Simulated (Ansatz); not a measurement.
C2, singlet: reading a ladder of total energies

Geometry: a point of a stretch scan, not a stationary point.

```csv
atom,x (Å),y (Å),z (Å)
C,0.0000,0.0000,0.0000
C,0.0000,0.0000,1.5410
```

Basis 6-31G; Ansatz 0.2.0. Correlated methods freeze the noble-gas cores, which leaves 8 electrons in 16 orbitals. Prefix R: restricted or restricted open-shell reference.

Full CI is exact within this basis and frozen core; it isn't the basis-set limit.

The cluster runs stand on a determinant 2.21 eV above the lowest RHF solution, chosen by trial CCSD; the correlation energy below is counted from it.

Runs differ by some tens of microhartree through their thresholds, so steps under 0.03 kcal/mol mean nothing.

```tsv
level	total energy (hartree)
RHF determinant under the cluster runs	-75.287327
RCCSD*	-75.558191
RCCSD(T)*	-75.583420
RCCSDT	-75.583069
RCCSDT(Q)	-75.588742
RCCSDTQ	-75.585984
full CI	-75.586792
```

Problem. What is the correlation energy at full CI, and what share of it do RMP2 and RCCSDT recover?

Solution. E(corr) = -75.586792 − (-75.287327) = -0.299465 hartree = -8.149 eV. RCCSD: -0.270864 / -0.299465 = 90.45 %. RCCSDT: -0.295742 / -0.299465 = 98.76 %.

Problem. By how many kcal/mol does RCCSD(T) miss full CI (1 hartree = 627.509 kcal/mol), and which steps make up the rest?

Solution. -75.583420 − (-75.586792) = 0.003372 hartree = 2.12 kcal/mol. Steps: RCCSDT − RCCSD(T) = 0.22, RCCSDT(Q) − RCCSDT = -3.56, RCCSDTQ − RCCSDT(Q) = 1.73, full CI − RCCSDTQ = -0.51 kcal/mol. With more than one leading determinant such errors change with state and geometry, and needn't cancel in differences.

An asterisk marks runs whose energy the program itself flagged as in doubt.
